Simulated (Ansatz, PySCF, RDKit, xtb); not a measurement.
**CH4AlCl: a search for the lowest isomer**

Only the formula CH4AlCl is given. Aim: find the structure of lowest free energy at 298.15 K, then its properties.

The funnel: GFN2-xTB relaxations, single points with a density functional, relaxations at PBE0-D4/def2-TZVP, harmonic vibrations, and a last energy at a higher level. All values are calculated.

4 further runs of the same task are left out: 4 set aside as unsound or not needed.

**1. Candidates**

A program enumerates the bonding patterns with one Lewis structure each (two rings at most, one unusual centre or charged pair), with their diastereomers. O–O, O–halogen and N–halogen bonds and N–N–N chains are not drawn. That gives 2 candidates.

```tsv
label	SMILES	spin
c133	[AlH2][CH2]Cl	singlet
c519	[CH3][AlH][Cl]	singlet
```

Candidates are built by distance geometry, with a force field where one applies, in up to four conformers (letters a to d). 10 starts with atoms placed at random are added, to find patterns that the rules miss.

**Question.** With final energies at CCSD(T)/def2-TZVP, which structure will this search put lowest in free energy, and by what margin?

| quantity | value |
| --- | --- |
| lowest structure found | [CH3][AlH][Cl], singlet, C1 |
| next finalist | [CH2]1[AlH2][Cl]1 ‡, singlet, 55.7 kcal/mol higher in G |
| share at equilibrium, among the finalists | 100.0 % |
| harmonic wavenumbers, lowest and highest (PBE0-D4/def2-TZVP) | 23 and 3136 cm⁻¹ |
| rotational constants, same geometry | 0.6568, 0.115, 0.09962 cm⁻¹ |
| dipole moment (PBE0/def2-TZVPD) | 1.89 D |
| HOMO energy (PBE0/def2-TZVPD) | -8.23 eV |
| LUMO energy (PBE0/def2-TZVPD) | -1.20 eV |
| HOMO–LUMO gap (PBE0/def2-TZVPD) | 7.03 eV |
| lowest excitation (TD-B3LYP/def2-SVPD) | 5.43 eV (f = 0.001) |
| strongest of the states computed, same level | 6.89 eV (f = 0.122) |
| lowest triplet excitation, same level, Tamm-Dancoff | 5.12 eV |
| vertical ionisation energy | 10.33 eV |
| vertical electron affinity | -0.26 eV (unbound: the value depends on the basis) |
| vertical triplet less singlet | +5.15 eV |

The lowest structure found is `[CH3][AlH][Cl]`. The margin of 55.7 kcal/mol over the next finalist is beyond the usual error of the last level; it says nothing of structures that weren't ranked. GFN2-xTB, HF/STO-3G, r2SCAN-D4/def2-SVP, PBE0-D4/def2-TZVP, HF/def2-TZVP and MP2/def2-TZVP already put its bonding pattern lowest among the structures in one piece. Lowest found is not proven lowest: the search is finite, and each finalist counts with one conformer. Patterns outside the rules of the enumeration were met only by chance.

‡ marks the bonded skeleton alone, with all bonds drawn single: no Lewis structure was assigned that passes a check against the bond lengths.
